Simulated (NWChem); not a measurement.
# methanol (CH4O); SMILES CO

```xyz
6

C     -0.0086    -0.6534     0.0000
O     -0.0886     0.7534     0.0000
H      0.4988    -1.0431    -0.8912
H     -1.0313    -1.0315     0.0000
H      0.4988    -1.0431     0.8912
H      0.8025     1.1082     0.0000
```
Atoms are numbered in this order, from 1.

Program: NWChem. Pople sets run with spherical d functions. Structure relaxed at the PBE0-D3(BJ)/def2-TZVP level. Atomic charges in e: unrestrained fits to the electrostatic potential beside Mulliken populations; buried atoms are poorly determined by the fit.

For level Hartree-Fock/6-31G*:

| Quantity | Value |
|---|---|
| Mulliken C1 | -0.15 |
| Mulliken O2 | -0.76 |

### Question
Estimate the same quantities for level B3LYP/def2-SVP.

### Answer
| Property | Result |
|---|---|
| Mulliken C1 | 0.16 |
| Mulliken O2 | -0.33 |
